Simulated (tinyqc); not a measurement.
Worked calculation: RHF in the sto-3g basis, for H2F+, spin multiplicity 1. One step of it, computed by the program tinyqc.

Problem. Iteration 2: diagonalisation and new density. Diagonalise F' = X^T F X, C = X C', fill 5 alpha and 5 beta electrons from the bottom; D = 2 C_occ C_occ^T. Each column has its largest component positive (the first on a tie).

Fock matrix F (hartree), lower triangle:
```
             1F 1s      1F 2s     1F 2px     1F 2py     1F 2pz      2H 1s      3H 1s
1F 1s   -26.545989
1F 2s    -6.777027  -3.587855
1F 2px    0.000000   0.000000  -1.001434
1F 2py   -0.002742  -0.019943   0.000000  -0.984586
1F 2pz   -0.022776  -0.108456   0.000000  -0.009901  -0.999582
2H 1s    -1.319670  -1.312994   0.000000  -0.582245  -0.377630  -0.912304
3H 1s    -1.057099  -1.117791   0.000000   0.527630  -0.343088  -0.360041  -0.791314
```

X, lower triangle:
```
            1F 1s      1F 2s    1F 2px     1F 2py     1F 2pz      2H 1s     3H 1s
1F 1s    1.023884
1F 2s   -0.137855   1.165553
1F 2px   0.000000   0.000000  1.000000
1F 2py  -0.001333   0.017153  0.000000   1.080439
1F 2pz  -0.005621   0.055979  0.000000   0.005831   1.021866
2H 1s    0.019983  -0.252805  0.000000  -0.197949  -0.097206   1.150509
3H 1s    0.017217  -0.199612  0.000000   0.171826  -0.080405  -0.072224  1.109954
```

Give: F' = X^T F X; orbital energies; coefficients C; D after iteration 2.

Solution.

F' = X^T F X (hartree), lower triangle:
```
          1        2        3        4        5        6        7
1  -26.0636
2   -3.4497  -2.1815
3    0.0000   0.0000  -1.0014
4   -0.0047   0.0156   0.0000  -0.7384
5   -0.0400   0.0324   0.0000   0.0048  -0.9297
6   -0.1857  -0.5632   0.0000  -0.4769  -0.2589  -0.3537
7   -0.1222  -0.4649   0.0000   0.4315  -0.2272  -0.0844  -0.3706
```

orbital energies (hartree): MO1 -26.5559, MO2 -2.0113, MO3 -1.1899, MO4 -1.0380, MO5 -1.0014, MO6 -0.0307, MO7 0.1883

coefficients C:
```
            MO1      MO2      MO3      MO4     MO5      MO6      MO7
1F 1s    0.9946  -0.2475   0.0121   0.0615  0.0000   0.1117   0.0342
1F 2s    0.0234   0.9283  -0.0636  -0.3029  0.0000  -0.6868  -0.2344
1F 2px   0.0000   0.0000   0.0000   0.0000  1.0000   0.0000   0.0000
1F 2py   0.0005   0.0178   0.7320  -0.0448  0.0000   0.1752  -0.8170
1F 2pz   0.0023   0.1021   0.0436   0.9068  0.0000  -0.4602  -0.1299
2H 1s   -0.0048   0.1107   0.3453   0.1538  0.0000   0.5616   0.9855
3H 1s   -0.0039   0.0897  -0.3289   0.1900  0.0000   0.9068  -0.5820
```

D after iteration 2, lower triangle:
```
          1F 1s    1F 2s  1F 2px   1F 2py  1F 2pz    2H 1s   3H 1s
1F 1s    2.1088
1F 2s   -0.4518   1.9160
1F 2px   0.0000   0.0000  2.0000
1F 2py   0.0044  -0.0328  0.0000   1.0763
1F 2pz   0.0666  -0.3652  0.0000  -0.0137  1.6692
2H 1s   -0.0372   0.0682  0.0000   0.4957  0.3315   0.3103
3H 1s   -0.0367   0.0931  0.0000  -0.4953  0.3342  -0.1488  0.3046
```
